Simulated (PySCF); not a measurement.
wavenumber (cm⁻¹), absorption (km/mol per cm⁻¹) and a bar:
```
        0      0.112 
       34      0.122 
       68      0.134 
      102      0.148 
      136      0.165 
      170      0.185 
      204      0.209 
      238      0.237 
      273      0.273 
      307      0.318 
      341      0.375 
      375      0.449 
      409      0.550 
      443      0.691 
      477      0.897 
      511      1.214 #
      545      1.743 #
      579      2.724 #
      613      4.851 ##
      647     10.792 #####
      681     34.977 ################
      715     65.275 ##############################
      749     18.835 #########
      783      7.141 ###
      818      3.693 ##
      852      2.301 #
      886      1.628 #
      920      1.275 #
      954      1.091 
      988      1.018 
     1022      1.038 
     1056      1.160 
     1090      1.435 #
     1124      1.991 #
     1158      3.199 #
     1192      6.358 ###
     1226     17.907 ########
     1260     54.544 #########################
     1294     20.877 ##########
     1328      6.974 ###
     1363      3.318 #
     1397      1.931 #
     1431      1.269 #
     1465      0.902 
     1499      0.678 
     1533      0.530 
     1567      0.428 
     1601      0.353 
     1635      0.298 
     1669      0.255 
     1703      0.221 
     1737      0.194 
     1771      0.172 
     1805      0.153 
     1839      0.138 
     1874      0.125 
     1908      0.113 
     1942      0.104 
     1976      0.095 
     2010      0.088
```

This is the computed harmonic infrared spectrum of singlet [ClH6]-, Lorentzian lines of 50 cm⁻¹ full width. These are results of PBE0/[Cl def2-TZVPD, H def2-TZVPD], no relativity, density fitting, PySCF, not measurements.

Which bands make it up, and how are they assigned?

In Oh symmetry, counting bands above 1 % of the strongest: 707 cm⁻¹ (t1u, stretch, 5669 km/mol); 1262 cm⁻¹ (t1u, mixed, 4301 km/mol).

This need not be the most stable arrangement of these atoms. The lowest empty level of this anion is unbound, so it and the gap depend on the basis.
